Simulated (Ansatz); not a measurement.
**Worked example: correlation energy of CS, singlet**

Geometry: MP2(full)/6-31G*, from the G2/97 set.

```xyz
2

C     0.0000    0.0000    0.0000
S     0.0000    0.0000    1.5447
```

Basis STO-3G; Ansatz 0.2.0. Correlated methods freeze the noble-gas cores, which leaves 10 electrons in 8 orbitals. R marks a restricted (for open shells ROHF) determinant.

Full CI is exact within this basis and frozen core; it isn't the basis-set limit.

Runs differ by some tens of microhartree through their thresholds, so steps under 0.03 kcal/mol mean nothing.

```json
{"level": "RHF", "total energy (hartree)": "-430.470737"}
{"level": "RMP2", "total energy (hartree)": "-430.594910"}
{"level": "RCCSD", "total energy (hartree)": "-430.595580"}
{"level": "RCCSD(T)", "total energy (hartree)": "-430.604152"}
{"level": "RCCSDT", "total energy (hartree)": "-430.605445"}
{"level": "RCCSDT(Q)", "total energy (hartree)": "-430.605126"}
{"level": "RCCSDTQ", "total energy (hartree)": "-430.605186"}
{"level": "full CI", "total energy (hartree)": "-430.605404"}
```

Task: What is the correlation energy at full CI, and what share of it do RMP2 and RCCSD(T) recover?

Result: E(corr) = -430.605404 − (-430.470737) = -0.134667 hartree = -3.664 eV. RMP2: -0.124173 / -0.134667 = 92.21 %. RCCSD(T): -0.133415 / -0.134667 = 99.07 %.

Task: By how many kcal/mol does RCCSD(T) miss full CI (1 hartree = 627.509 kcal/mol), and which steps make up the rest?

Result: -430.604152 − (-430.605404) = 0.001252 hartree = 0.79 kcal/mol. Steps: RCCSDT − RCCSD(T) = -0.81, RCCSDT(Q) − RCCSDT = 0.20, RCCSDTQ − RCCSDT(Q) = -0.04, full CI − RCCSDTQ = -0.14 kcal/mol. That is within 1 kcal/mol of the reference in this basis, which itself misses far more of the correlation at the basis-set limit.
